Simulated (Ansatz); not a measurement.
A single point on the F⁻ ion.

```yaml
crystal:
  periodic: [false, false, false]
  atoms:
    - {symbol: F, position_ang: [0.000000, 0.000000, 0.000000]}
basis:
  gaussian: {orbitals: def2-TZVPPD}
total_charge: -1
hamiltonian: {xc: pbe}
correlation: {method: rpa}
```

```sh
$ ansatz run in.yaml --threads 2 --pin off --events-out ev --progress --plain
```

Output, abridged:

```
Functional definition: PBE
257 factors; integrals over basis functions are off by at most 1.5e-4 eV
mean field evaluation 1: about -2573.6162 eV, gradient 2.3e2 eV
mean field evaluation 2: about -2573.6170 eV, gradient 2.3e2 eV
mean field evaluation 4: about -2691.5845 eV, gradient 1.2e2 eV
mean field evaluation 8: about -2715.8395 eV, gradient 3.2e-1 eV
mean field -2715.83984203 eV, -99.8052733322 hartree, gradient 6.3e-6 eV, S^2 0.000000; 2 other end points of the search recorded, 0 dependent functions left out
1 core orbitals not correlated: weight in the atoms' cores, before any rotation towards them, 1.000 or more for the frozen orbitals, at most 0.000 for the correlated occupied ones
reference -2705.89890670 eV, -99.4399506970 hartree; 4, 4 occupied and 35, 35 virtual orbitals, 257 factors
Total energy: -2717.29424531 eV, -99.8587216671 hartree
```

Run time 0.6 s (2 threads of a server CPU on a shared host); peak host memory 0.09 GiB.
